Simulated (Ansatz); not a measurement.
(LiH)2 ring (Li₂H₂): single points at one geometry.

```yaml
crystal:
  periodic: [false, false, false]
  atoms:
    - {symbol: Li, position_ang: [0.776997, 0.484880, -0.681359]}
    - {symbol: H, position_ang: [-0.737376, 1.095177, -0.061514]}
    - {symbol: Li, position_ang: [-0.776978, -0.484860, 0.681388]}
    - {symbol: H, position_ang: [0.737356, -1.095187, 0.061485]}
basis:
  gaussian: {orbitals: def2-TZVP, initial_orbitals: start.molden}
hamiltonian: {xc: {name: LC-wPBE}}
scf: {omitted_lower_state_checks: [starts]}
output: {orbitals: {seedname: orbitals}}
```

The file start.molden holds the orbitals of an earlier run on this structure, at another level or in another basis.

```sh
$ ansatz run in.yaml --threads 4 --pin off --events-out ev --progress --plain --max-ram 3916MiB
```

Shortened log:

```
Functional definition: LC-wPBE
346 factors; their error is unknown
190 factors; integrals over basis functions are off by at most 3.4e-5 eV
mean field evaluation 1: about -440.8569 eV, gradient 3.8e0 eV
mean field evaluation 2: about -440.8692 eV, gradient 1.8e-2 eV
mean field evaluation 4: about -440.8697 eV, gradient 9.0e-6 eV
mean field -440.86965846 eV, -16.2016611163 hartree, gradient 1.5e-5 eV, S^2 0.000000; 0 other end points of the search recorded, 0 dependent functions left out
reference -440.86965847 eV, -16.2016611166 hartree; 4, 4 occupied and 36, 36 virtual orbitals, 346 factors
Total energy: -440.86965847 eV, -16.2016611166 hartree
Checks for a lower state left out: starts
```

Hardware: 4 threads of Intel Xeon on a shared host. Wall time 0.56 s.

The first input with `gaussian: {orbitals: def2-TZVPD, initial_orbitals: start.molden}`, `hamiltonian: {xc: pbe, dispersion: d4}` (abridged; 0.51 s):

```
Functional definition: PBE
mean field -439.96619133 eV, -16.1684593114 hartree, gradient 6.1e-6 eV, S^2 0.000000
Total energy: -440.02193907 eV, -16.1705080031 hartree
Checks for a lower state left out: starts
```

The first input with `gaussian: {orbitals: def2-TZVPD, initial_orbitals: start.molden}`, `correlation: {method: ccsd_t}` and without the key `hamiltonian` (abridged; 0.51 s):

```
Functional definition: HF
mean field -436.62626034 eV, -16.0457191117 hartree, gradient 1.3e-6 eV, S^2 0.000000
second order -2.99651551 eV of doubles, -0.00000000 eV of singles
cycle   1  -3.48671109 eV  change   -4.9e-1 eV  update   4.3e-2
cycle   2  -3.63866386 eV  change   -1.5e-1 eV  update   1.4e-2
cycle   3  -3.63546974 eV  change    3.2e-3 eV  update   3.3e-3
cycle   4  -3.63533942 eV  change    1.3e-4 eV  update   1.2e-3
cycle   5  -3.63592916 eV  change   -5.9e-4 eV  update   3.3e-4
cycle   6  -3.63592079 eV  change    8.4e-6 eV  update   8.8e-5
cycle   7  -3.63589709 eV  change    2.4e-5 eV  update   3.2e-5
cycle   8  -3.63590032 eV  change   -3.2e-6 eV  update   8.7e-6
perturbative correction -0.01276315 eV, -0.0004690371 hartree
Total energy: -440.27492381 eV, -16.1798050210 hartree
Checks for a lower state left out: starts
```

As the first input, with `hamiltonian: {xc: lda}` (abridged; 0.3 s):

```
Functional definition: SPW92
mean field -433.04593681 eV, -15.9141446486 hartree, gradient 3.3e-5 eV, S^2 0.000000
Total energy: -433.04598222 eV, -15.9141463176 hartree
Checks for a lower state left out: starts
```

As the first input, with `gaussian: {orbitals: def2-SVP, initial_orbitals: start.molden}`, `hamiltonian: {xc: pbe0, dispersion: d4}` (abridged; 0.45 s):

```
Functional definition: PBE0
mean field -439.91289128 eV, -16.1665005707 hartree, gradient 1.3e-6 eV, S^2 0.000000
Total energy: -439.95887405 eV, -16.1681904065 hartree
Checks for a lower state left out: starts
```

The first input with `gaussian: {orbitals: def2-TZVPP, initial_orbitals: start.molden}`, `correlation: {method: ccsd_t}` and without the key `hamiltonian` (abridged; 0.66 s):

```
Functional definition: HF
mean field -436.64341566 eV, -16.0463495579 hartree, gradient 9.5e-7 eV, S^2 0.000000
second order -3.22575750 eV of doubles, -0.00000000 eV of singles
cycle   1  -3.72466198 eV  change   -5.0e-1 eV  update   4.5e-2
cycle   2  -3.88862406 eV  change   -1.6e-1 eV  update   1.5e-2
cycle   3  -3.88604355 eV  change    2.6e-3 eV  update   2.6e-3
cycle   4  -3.88556949 eV  change    4.7e-4 eV  update   1.1e-3
cycle   5  -3.88617590 eV  change   -6.1e-4 eV  update   3.5e-4
cycle   6  -3.88618171 eV  change   -5.8e-6 eV  update   7.3e-5
cycle   7  -3.88615749 eV  change    2.4e-5 eV  update   2.4e-5
cycle   8  -3.88615838 eV  change   -8.9e-7 eV  update   6.1e-6
perturbative correction -0.01480269 eV, -0.0005439889 hartree
Total energy: -440.54437673 eV, -16.1897072333 hartree
Checks for a lower state left out: starts
```

First input, but with `hamiltonian: {xc: {name: wB97M-V}}` (abridged; 1.1 s):

```
Functional definition: wB97M-V
mean field -440.76385578 eV, -16.1977729394 hartree, gradient 1.6e-5 eV, S^2 0.000000
Total energy: -440.76391322 eV, -16.1977750503 hartree
Checks for a lower state left out: starts
```

Geometry: PBE-D4/def2-TZVP.

LC-ωPBE has ω = 0.4 bohr⁻¹. Correlated methods freeze no core orbitals; core or outer-core shells of Li are correlated, in sets that lack core-valence functions.
